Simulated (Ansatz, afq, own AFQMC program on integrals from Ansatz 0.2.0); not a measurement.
Two steps: Ansatz 0.2.0 writes the Fock matrix and Cholesky factors of the valence space, and afq projects on them the lowest state that overlaps trial and start.

```yaml
crystal:
  periodic: [false, false, false]
  atoms:
    - {symbol: In, position_ang: [0.000000, -0.463879, 0.323288]}
    - {symbol: O, position_ang: [0.000000, 2.653216, -4.353048]}
    - {symbol: O, position_ang: [0.000000, 0.675766, 2.033009]}
basis:
  gaussian: {orbitals: def2-SVP}
magnetization: {spin_polarized: true, initial_magnetization: 3}
correlation: {method: ccsd_t, electrons: outside_noble_gas, hamiltonian_folder: ham}
```

```sh
$ ansatz run in.yaml --threads 1 --pin off --events-out ev --progress --plain --max-ram 16896MiB --backend cuda --devices 0, --max-vram 18GiB
```

Options of the walk:

```
--method phaseless --trial cisd --walkers 4000 --populations 20 --least-time 60 --time-step 0.005 --steps-per-block 50 --equilibration-blocks 40 --max-blocks 4000 --target-error 0.00046 --factor-cut 1e-05 --start spin_pure --seed 3805 --release-times 0.24,0.51,0.99,1.5 --release-step 0.03 --release-every 4 --taylor-order 6
```

Times are imaginary, in 1/Eh. The walk had a cap of 99 s. With eight or more populations the least sampling time is a fifth of least-time, and the error comes from their spread. Filled inner d shells are frozen with the cores. Core potentials past Kr, no spin–orbit coupling.

Log:

```
orbitals 43  electrons 9 6  factors 293 of 591
reference energy -338.70433935 Eh
CCSD correlation -0.31678129 Eh in 22 cycles, weight of the determinant in the CISD state 0.8757
energy of the start -339.020809 Eh
 block  time / (1/Eh)  mean weight  energy / Eh
     1     0.250  1.0000  -339.016579
     2     0.500  1.0002  -339.019371
     3     0.750  1.0001  -339.021620
     4     1.000  0.9996  -339.022567
     5     1.250  1.0001  -339.023985
     7     1.750  1.0001  -339.025945
     9     2.250  0.9997  -339.026039
    11     2.750  0.9999  -339.026405
    15     3.750  0.9998  -339.026565
    19     4.750  1.0001  -339.027445
    23     5.750  0.9993  -339.027814
    27     6.750  1.0001  -339.026731
    31     7.750  1.0001  -339.027238
    35     8.750  1.0000  -339.027180
    39     9.750  1.0002  -339.026693
    43    10.750  1.0001  -339.027274
    47    11.750  1.0002  -339.028365
    51    12.750  1.0001  -339.026029
    55    13.750  0.9999  -339.027242
    57    14.250  0.9996  -339.025661
    59    14.750  1.0004  -339.026341
    63    15.750  1.0005  -339.026973
    67    16.750  1.0000  -339.027649
    71    17.750  0.9998  -339.025870
    75    18.750  1.0001  -339.026579
    79    19.750  1.0001  -339.026540
    83    20.750  0.9995  -339.026104
    87    21.750  1.0002  -339.026969
    91    22.750  0.9999  -339.027318
error from the spread of 20 populations
released: time / (1/Eh)  energy / Eh  error  mean overlap
  0.24  -339.027428  0.000163  0.9992
  0.51  -339.027613  0.000157  0.9976
  0.99  -339.028709  0.000951  0.9964
  1.50  -339.027742  0.000235  0.9957
energy -339.026859 +/- 0.000185 Eh
(rows thinned)
```

The run passed its tests (sampling time, drift between the halves within three errors, error under three times the target), which doesn't prove that it has relaxed, ending at its cap on processor time.

Against this walk (error 5.0 meV) on the same determinant: CCSD(T) 15.4 meV higher, CCSDT(Q) 25.4 meV lower. The error is statistical and leaves out the bias of the constraint. The released energies have errors that jump between times, so the bars are unsure (meV from the phaseless value at times in 1/Eh: -15 ± 4 at 0.24, -21 ± 4 at 0.51, -50 ± 26 at 0.99, -24 ± 6 at 1.50), so they give no level. CCSDT(Q) is the surest value here, so the walk's 25 meV above it is most likely the bias of the constraint with this trial, which can have either sign.

Cautions: constraint bias not in the error; no spin-orbit coupling; inner d shell frozen; lower spins were not checked.

The walk took 100 s on 1 × NVIDIA H100 80GB HBM3 with 2 threads of AMD EPYC 7R13 Processor (Zen 3), on a shared host (the card was shared). The log's last line is the phaseless energy.

CCSDT and higher add their correlation energy to the determinant of the CCSD(T) run, since their own runs factorise the integrals more tightly (a shift of under 2 meV). A walk keeps the symmetry of its determinant, which the program's search chose and which needn't be the lowest solution, so a lower state of the same spin and another symmetry isn't excluded.
